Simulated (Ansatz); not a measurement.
```xyz
18

C     1.5743    0.0000    0.2451
C     0.7872    1.3634   -0.2451
C    -0.7872    1.3634    0.2451
C    -1.5743    0.0000   -0.2451
C    -0.7872   -1.3634    0.2451
C     0.7872   -1.3634   -0.2451
H     1.6502    0.0000    1.4369
H     2.6946    0.0000   -0.1587
H     0.8251    1.4291   -1.4369
H     1.3473    2.3335    0.1587
H    -1.3473    2.3335   -0.1587
H    -0.8251    1.4291    1.4369
H    -1.6502    0.0000   -1.4369
H    -2.6946    0.0000    0.1587
H    -1.3473   -2.3335   -0.1587
H    -0.8251   -1.4291    1.4369
H     1.3473   -2.3335    0.1587
H     0.8251   -1.4291   -1.4369
```

RHF-MP2 on singlet C6H12 was run in several spherical basis sets with Ansatz (development build ahead of 0.2.0). Frozen core: 6 orbitals. Caution for RHF-MP2: no unrestricted run beside it, a lower state can exist.

Q: Rank the basis sets by the total energy that they give, lowest first, with the distance from the lowest.
A. 6-31G(d)
B. cc-pVDZ
C. def2-SVP

A: B (0.00 eV), A (3.04 eV), C (5.22 eV).

Totals follow the description of the cores as much as that of the bonds, so this order isn't one of quality for chemistry.
